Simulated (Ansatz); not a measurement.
## Relaxing RbTl₂

These are results of DFT PBE, scalar-relativistic, plane waves, PAW in Ansatz 0.2.0, not measurements.

The start puts RbTl₂ on the sites of a reported TbCd2 cell (P6/mmm, No. 191), with Rb in place of Tb, Tl in place of Cd, at a guessed volume.

The final relaxation ran on this input, with the default PAW datasets:

```yaml
crystal:
  lattice:
    - [5.5607351669, 0.0, 0.0]
    - [-2.7803675835, 4.8157379183, 0.0]
    - [0.0, 0.0, 4.4203177125]
  atoms:
    - { symbol: Rb, position: [0.0, 0.0, 0.0] }
    - { symbol: Tl, position: [0.3333333333, 0.6666666667, 0.5] }
    - { symbol: Tl, position: [0.6666666667, 0.3333333333, 0.5] }
basis:
  ecutwfc: 420
kpoints:
  mp_grid: { grid: [12, 12, 10] }
hamiltonian:
  xc: pbe
scf:
  occupations: { method: gaussian, width: 0.1 }
output:
  forces: true
  stress: true
  eigenvalues: true
relax:
  adjacent_minimum: "off"
  f_tol: 0.01
  max_steps: 80
  cell: { stress_tol: 0.05 }
```

Launched as:

```bash
ansatz run input.yaml --threads 1 --pin off --max-ram 2560MiB --backend cpu --events-out ev --progress --plain --runs-dir out
```

It took 66 s on 1 thread of Intel(R) Xeon(R) Platinum 8375C CPU @ 2.90GHz (Ice Lake), with other jobs on the host, peak memory 0.59 GiB.

The program printed at the end:

```
SCF converged after 4 iterations
Free energy (F): -26155.795442 eV
Harris-Foulkes:  -26155.795442 eV  (|F-HF|=6.55e-11)
Internal energy: -26155.786755 eV  (E = F + TS)
E sigma→0 (E₀):  -26155.791098 eV
Entropy (-TS):   -0.008687 eV (-2.896 meV/atom)
Fermi energy:    6.398155 eV
--- Per-component energies (eV) ---
  E_band       = -162.246969
  E_kinetic    = 859.422365
  E_local      = -2855.904031  (includes V_loc(G=0)·N_el)
  E_nonlocal   = 807.000755
  E_hartree    = 1015.371426
  E_xc         = -590.591002
  E_vxc        = -419.408650  (∫ρ·V_xc dr)
  E_paw        = -22947.298436  (= ΣΔE_a)
  E_vpaw       = -584.100199  (= ΣTr[D̂ρ^β])
  E_aug_tail   = 0.000067  (compensation charges beyond the density's cutoff)
  E_ewald      = -2443.787901
  E_smearing   = -0.008687  (= −TS)
  E_closure    = 0.000000  (closes the sum)
  Σ components = -26155.795442   (vs F -26155.795442, Δ=0.00e0)
--- Forces (eV/Å), atoms counted from 1 ---
  atom   1  Rb     0.00000000     0.00000000     0.00000000
  atom   2  Tl     0.00000000     0.00000000     0.00000000
  atom   3  Tl     0.00000000     0.00000000     0.00000000
  max |Σ_I F_I| component: 1.85e-17 eV/Å
--- Stress (GPa, compression-positive) ---
       -0.004393       0.000000       0.000000
        0.000000      -0.004393       0.000000
        0.000000       0.000000      -0.006474
  P = ⅓ Tr σ = -0.0051 GPa (-0.051 kbar)
--- Relaxed structure (4 steps of the walk, 4 accepted, 1 SCFs on fresh bases) ---
  F+E_penalty+E_count = -26155.79544180 eV   max|allowed force component| = 8.635e-17 eV/Å   (the final SCF, on the basis selected at the relaxed cell)
  cell:  # Å, volume = 121.4402 Å³
    - [5.503121, 0.000000, 0.0]
    - [-2.751561, 4.765843, 0.0]
    - [0.0, 0.0, 4.630349]
  atoms:
    - { symbol: Rb, position: [0.000000, 0.000000, 0.0] }
    - { symbol: Tl, position: [0.333333, 0.666667, 0.5] }
    - { symbol: Tl, position: [0.666667, 0.333333, 0.5] }
```

Absolute energies hang on the potentials; compare differences alone.

The result has space group P6/mmm (No. 191). Rb has 12 Tl at 3.93 Å and 2 Rb at 4.63 Å; Tl has 3 Tl at 3.18 Å.

Against the elements it lies at -0.05 eV/atom. Formation energies are uncorrected and refer to the elements' standard structures at the same level.

For metals, differences of a few meV/atom aren't resolved. Spin–orbit coupling is left out.

Symmetry constrained the relaxation, so the result can be a saddle point.